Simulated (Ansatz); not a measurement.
## Redistribution: C2H5F + C2H2S → C2H6S + C2HF

Species: C2H5F `CCF`, singlet; C2H2S (ethynethiol) `C#CS`, singlet; C2H6S (ethanethiol) `CCS`, singlet; C2HF (fluoroacetylene) `C#CF`, singlet. The partners trade F for SH; both sit on C, so the bond types are kept.

Shapes, held fixed at every level: PBE0-D4/def2-TZVP. Flexible molecules stand in one conformer, not always the lowest. Programs: Ansatz 0.2.0. The zero-point and thermal change to 298 K, harmonic and unscaled (PBE0-D4/def2-TZVP), is +0.6 kJ/mol.

(1) Estimate ΔH(298 K) of this reaction.

Answers

(1) The highest level, CCSD(T)/CBS estimate, gives ΔH(298 K) = +71.0 kJ/mol; the levels span +60.2 to +73.8. The column of differences is taken from that level and isn't an error. No measured value is set beside it here. The CBS estimate extrapolates MP2 from def2-TZVPP and def2-QZVPP and adds CCSD(T) − MP2 in the triple-zeta set, cores frozen.

```
               level                    kind  ΔH(298 K) (kJ/mol)  less CCSD(T)/CBS estimate
         HF/def2-SVP            Hartree–Fock               +72.4                       +1.4
 B3LYP-D4/def2-TZVPP           global hybrid               +72.3                       +1.3
 BHLYP-D4/def2-TZVPP           global hybrid               +73.8                       +2.8
  wB97M-V/def2-TZVPP  range-separated hybrid               +67.5                       -3.5
        MP2/def2-SVP     perturbation theory               +60.2                      -10.8
      MP2/def2-TZVPP     perturbation theory               +72.0                       +1.0
     CCSD/def2-TZVPP   coupled cluster or CI               +70.4                       -0.6
CCSD(T)/CBS estimate   coupled cluster or CI               +71.0                        0.0
```
